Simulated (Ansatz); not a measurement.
Compare A (`C1=CC2C3C1C23`) with its isomer B (`C#CC1C=C1C`).

Computed with Ansatz on PBE0-D4/def2-TZVP structures; ΔE is electronic, products minus reactants. CBS: MP2 limit from def2 TZ/QZ plus the TZ coupled-cluster correction, frozen cores. Functionals use def2-TZVPP. B3LYP here is the variant with VWN-RPA as its local correlation; programs differ in this.

A:

```xyz
12

C     0.5271    1.0578    0.8212
C     0.3299   -0.1272    1.3950
C    -0.2151   -1.0119    0.3124
C    -0.9957   -0.1576   -0.6676
C     0.1010    0.8879   -0.6076
C     0.3432   -0.5511   -1.0201
H     0.9099    1.9679    1.2593
H     0.5119   -0.4238    2.4176
H    -0.4811   -2.0508    0.4619
H    -1.9585   -0.2321   -1.1521
H     0.1397    1.6801   -1.3448
H     0.7878   -1.0391   -1.8752
```

B:

```xyz
12

C    -0.6678    1.5797   -2.2334
C    -0.8331    0.9282   -1.2360
C    -1.0270    0.1391   -0.0457
C    -0.5061    0.6098    1.2847
C     0.1636   -0.3451    0.7428
C     1.2784   -1.2925    0.6751
H    -0.5226    2.1605   -3.1128
H    -1.9264   -0.4783   -0.0733
H    -0.6613    1.3313    2.0684
H     0.9051   -2.3183    0.6096
H     1.8686   -1.1071   -0.2266
H     1.9285   -1.2073    1.5472
```

(1) Which isomer does CCSD(T)/CBS put lower? Give the gap. (Estimate.)

(2) Give E(B) − E(A) in kcal/mol with B3LYP, PBE0-D4, PBE-D4, MP2/def2-TZVPP, B3LYP-D4, HF/def2-TZVPP, CCSD/def2-TZVPP. (Estimate.)

Largest T1 diagnostic: 0.011.

Results:

(1) Ansatz gave: A, by 22.9 kcal/mol.

(2) The calculation gave: B3LYP 15.8, PBE0-D4 29.1, PBE-D4 25.4, MP2/def2-TZVPP 25.5, B3LYP-D4 17.2, HF/def2-TZVPP 14.5, CCSD/def2-TZVPP 22.3. None reverses the order clearly.

In def2-TZVPP, CCSD(T) changes the Hartree–Fock value by +8.5 kcal/mol (the triples alone add +0.7 kcal/mol) and MP2 by +11.1 kcal/mol. From PBE to PBE0 (25 % exact exchange), in def2-TZVPP and without D4, E(B) − E(A) moves by +4.0 kcal/mol.
